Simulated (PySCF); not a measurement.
2 PH₃ → PH₂ + PH₄

Level: PBE0 in the def2-TZVP basis family, all electrons, no relativity, computed in PySCF with density fitting; open shells unrestricted.

| species | state and structure | E (Eh) | ZPE (kJ/mol) | H(298 K) − H(0) (kJ/mol) | S° (J/(mol K)) |
| --- | --- | --- | --- | --- | --- |
| PH₃ | singlet, C3v, P–H 1.420 Å (×3); H–P–H 93.1° (×3) | -343.01607 | 63.0 | 10.1 | 210.2 |
| PH₂ | doublet, C2v, P–H 1.424 Å (×2); H–P–H 91.5° | -342.38062 | 35.4 | 10.0 | 212.6 |
| PH₄ | doublet, C2v, P–H 1.410 Å (×2), P–H 1.520 Å (×2); H–P–H 92.8° (×4), H–P–H 99.7°, H–P–H 171.3° | -343.53533 | 79.1 | 10.5 | 225.5 |

(1) What is the electronic reaction energy?

(2) Add zero-point, thermal and entropy terms for 298.15 K and 1 bar.

Answers

(1) At PBE0/def2-TZVP, ΔE = 305.1 kJ/mol from the differences of the total energies times 2625.5, uphill. The bond broken in PH₃ is stronger than the one that a second molecule gains.

(2) ΔZPE = -11.5 and Δ[H(298) − H(0)] = 0.3 kJ/mol give ΔH° = 293.9 kJ/mol. ΔS° = 17.7 J/(mol K), so ΔG° = 293.9 − 298.15 × (0.0177) = 289 kJ/mol.

Each species is the lowest minimum found with this bonding; other isomers or fragments can lie lower.
